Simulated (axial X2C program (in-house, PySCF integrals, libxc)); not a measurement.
# AlNC⁻: properties at the nuclei

Computed with an in-house all-electron X2C program for linear molecules (integrals from PySCF): two-component X2C with atomic mean-field Coulomb and Gaunt terms, Gaussian nuclei, basis Al dyall-v3z, N dyall-av3z, C dyall-v3z with contracted cores.

Al–N–C held linear, with bonds 1.949 and 1.174 Å (near the PBE0 minimum at charge -1 of the determinant lowest at the starting distance; the state shown can have its own minimum elsewhere, held linear; other orders of the atoms were not compared).

Input and command:
```json
{"zs": [13, 7, 6], "q": -1, "bas": ["dyall-v3z", "dyall-av3z", "dyall-v3z"], "r0": [1.92, 1.17], "symm": 0, "scan": ["PBE0", "HF", "BHandHLYP"], "levels": ["PBE0", "HF", "B3LYP"], "nst": 2}
```
```bash
python solin.py task.json out
```

Keys: zs atomic numbers; q charge; bas basis sets; r0 starting distance in Å; symm equal bonds; scan levels of the two-bond scan; levels methods; nst determinants followed.

Determinant lowest in the PBE0 search, Ω = 1/2 (⟨Sz⟩ = -0.50, ⟨Lz⟩ = 1.00 at PBE0), spin on the atoms Al -0.54, N 0.09, C -0.05:

| level | Eeff magnitude (GV/cm) | Ws magnitude Al (kHz) | A∥/gI Al (MHz) | qzz Al (a.u.) | A∥/gI N (MHz) | qzz N (a.u.) | A∥/gI C (MHz) | qzz C (a.u.) |
| --- | --- | --- | --- | --- | --- | --- | --- | --- |
| PBE0 | 0.0126 | 0.00966 | 264 | -0.44 | -4.31 | -0.59 | 30 | -0.88 |
| HF | 0.0229 | 0.0179 | 249 | -0.46 | -17.4 | -0.68 | 17.4 | -1.02 |
| B3LYP | 0.00806 | 0.00623 | 239 | -0.45 | -3.92 | -0.63 | 29.5 | -0.90 |

Determinant 0.01 eV from it at PBE0 and this distance, Ω = 3/2 (⟨Sz⟩ = 0.50, ⟨Lz⟩ = 1.00 at PBE0), spin on the atoms Al 0.54, N -0.09, C 0.05:

```json
{"level": "PBE0", "Eeff magnitude (GV/cm)": "0.0129", "Ws magnitude Al (kHz)": "0.00332", "A∥/gI Al (MHz)": "32.4", "qzz Al (a.u.)": "-0.44", "A∥/gI N (MHz)": "0.334", "qzz N (a.u.)": "-0.59", "A∥/gI C (MHz)": "8.57", "qzz C (a.u.)": "-0.88"}
{"level": "HF", "Eeff magnitude (GV/cm)": "0.0466", "Ws magnitude Al (kHz)": "0.0119", "A∥/gI Al (MHz)": "28", "qzz Al (a.u.)": "-0.46", "A∥/gI N (MHz)": "-1.35", "qzz N (a.u.)": "-0.68", "A∥/gI C (MHz)": "8.5", "qzz C (a.u.)": "-1.02"}
{"level": "B3LYP", "Eeff magnitude (GV/cm)": "0.00834", "Ws magnitude Al (kHz)": "0.00216", "A∥/gI Al (MHz)": "44", "qzz Al (a.u.)": "-0.45", "A∥/gI N (MHz)": "0.658", "qzz N (a.u.)": "-0.63", "A∥/gI C (MHz)": "9.57", "qzz C (a.u.)": "-0.90"}
```

Eeff is the effective electric field on the electron electric dipole moment in this Ω state and Ws the scalar–pseudoscalar constant of the nucleus named (defined with the proton number Z and per Ω); A∥ (defined per Ω) follows by multiplying with gI = μI/(I μN); qzz is the electric field gradient, eQq0 = 234.96 MHz × Q/barn × qzz. The operators were transformed with the bare-nucleus X2C matrices; with these basis sets, hyperfine constants and field gradients can be off by tens of per cent, and where levels differ in sign neither size nor sign is settled.

(1) With gI(27Al) = 1.4566, Q(27Al) = 0.1466 barn, Q(14N) = 0.02044 barn, gI(13C) = 1.4048 (g factors from the IAEA table of nuclear moments by Stone; Q from Pyykkö, Mol. Phys. 2018), turn the PBE0 values of the first state into constants in MHz.

The molecule was held linear; bending was not examined, so a bent shape may lie lower.

Each state is one determinant with collinear spin. Unrestricted Hartree–Fock can overshoot spin polarisation at the nuclei. For an anion, determinants above electron detachment, or with a positive highest level, are held by the basis set. Where Eeff spreads by more than a factor of two the levels disagree and none is to be relied on. The search compared states at one distance, so a state with another bond length can lie lower. Where a field gradient or hyperfine factor spreads by more than a factor of two over the levels, a constant derived from it is not to be relied on. PBE0 term energies can be off by some tenths of an eV.

Results:

(1) A∥(27Al) = 264 × 1.4566 = 385 MHz; eQq0(27Al) = 234.96 × (0.1466) × (-0.44) = -15.2 MHz; eQq0(14N) = 234.96 × (0.02044) × (-0.59) = -2.83 MHz; A∥(13C) = 30 × 1.4048 = 42.1 MHz.
